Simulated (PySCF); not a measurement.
C2H7N, SMILES CNC.

The structure is a stationary point at B3LYP-D3(BJ)/def2-TZVP.

Two levels are set side by side: PBE/def2-TZVPD (PySCF) and r2SCAN/def2-TZVPD (PySCF). Same geometry, gas phase. Differences are taken from unrounded values.

```csv
quantity,r2SCAN,PBE,PBE minus r2SCAN
orbital gap (eV),5.81,4.77,-1.04
highest occupied level (eV),-5.24,-4.99,0.25
lowest empty level (eV),0.57,-0.22,-0.79
dipole moment (D),0.94,0.92,-0.03
mean polarisability (bohr³),38.8,40.2,1.4
```

Rough cost on one machine, each run with all the roots and properties that it gave: r2SCAN against PBE about 4 times.
